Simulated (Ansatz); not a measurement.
**ZrVSi (P4/nmm)**

Computed with DFT r2SCAN, scalar-relativistic, plane waves, PAW (Ansatz).

Settings: cutoff 500 eV, Γ-centred mesh 10×10×6 on the computed 6-atom cell, Gaussian smearing of 0.10 eV; no spin polarisation.

The structure is relaxed at this level of theory with its symmetry kept. Whether it is the stable form of this composition wasn't checked.

Symmetry: P4/nmm, No. 129, tetragonal system. The conventional cell has a = 3.678 Å, b = 3.678 Å, c = 7.231 Å, α = 90.00°, β = 90.00°, γ = 90.00°. Around Zr (site symmetry 4mm) lie 5 Si at 2.73 to 2.87 Å. V (site symmetry -4m2) is surrounded by 4 Si at 2.55 Å and 4 V at 2.60 Å. Si (site symmetry 4mm) is surrounded by 4 V at 2.55 Å and 5 Zr at 2.73 to 2.87 Å.

```
Volume per atom                                                   : 110.0 bohr³
Formation energy from the elements' standard states (uncorrected) : -0.814 eV/atom
Generalised Kohn–Sham band gap                                    : none (metal)
Density of states at the Fermi level                              : 2.60 states/eV per cell
Löwdin character within 0.5 eV of the Fermi level                 : V 3d 52 %, Zr 4d 37 %
Bader charges (e)                                                 : Zr (2 in the cell) 1.31, V (2 in the cell) 0.56, Si (2 in the cell) -1.87
```

A ferromagnetic start lost its moments in a first run, so spin was left out; other magnetic orders weren't tried.

Cost: 1 run of about 3.2 core-minutes, on Arm Neoverse V1 (shared hosts).